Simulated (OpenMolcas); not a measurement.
## How methods differ on BH3S (SMILES BS)

BH3S has 5 atoms, charge 0, and is taken as a singlet. SMILES: `BS`. The shape is that of a PBE0-D4/def2-TZVP optimisation.

```xyz
5

B    -0.3921   -0.4210    0.0881
S     0.1617    1.2369   -0.1543
H    -1.5629   -0.5564    0.2642
H     0.3671   -1.3376    0.0742
H     1.4761    1.0044   -0.3136
```

Each level gives the energy change with the B1–S2 bond stretched from 1.765 to 2.647 Å (eV). The values are calculated.

```json
{"level": "HF/STO-3G (restricted)", "kind": "Hartree–Fock", "program": "OpenMolcas", "value (eV)": "5.07", "less FCI/STO-3G": "+0.88"}
{"level": "PBE/STO-3G (restricted)", "kind": "GGA", "program": "OpenMolcas", "value (eV)": "4.36", "less FCI/STO-3G": "+0.17"}
{"level": "r2SCAN/STO-3G (restricted)", "kind": "meta-GGA", "program": "OpenMolcas", "value (eV)": "4.54", "less FCI/STO-3G": "+0.35"}
{"level": "B3LYP/STO-3G (restricted)", "kind": "global hybrid", "program": "OpenMolcas", "value (eV)": "4.42", "less FCI/STO-3G": "+0.23"}
{"level": "M06-2X/STO-3G (restricted)", "kind": "hybrid meta-GGA", "program": "OpenMolcas", "value (eV)": "4.74", "less FCI/STO-3G": "+0.55"}
{"level": "MP2/STO-3G (restricted)", "kind": "perturbation theory", "program": "OpenMolcas", "value (eV)": "4.68", "less FCI/STO-3G": "+0.49"}
{"level": "CCSD(T)/STO-3G (restricted)", "kind": "coupled cluster or CI", "program": "OpenMolcas", "value (eV)": "4.23", "less FCI/STO-3G": "+0.04"}
{"level": "CISD/STO-3G (restricted)", "kind": "coupled cluster or CI", "program": "OpenMolcas", "value (eV)": "4.33", "less FCI/STO-3G": "+0.14"}
{"level": "FCI/STO-3G", "kind": "exact in the basis", "program": "OpenMolcas", "value (eV)": "4.19", "less FCI/STO-3G": "0.00"}
```

FCI/STO-3G is exact within its basis and frozen core, so for wave-function methods in that basis the difference is their error; functionals converge differently with the basis, so for them it is only a difference. Spin-restricted single references rise too steeply as a bond breaks, Hartree–Fock most of all. The first shape isn't each level's own minimum. The values span 4.19 to 5.07 eV. All rows use very small basis sets, so even the best lies far from the true value.
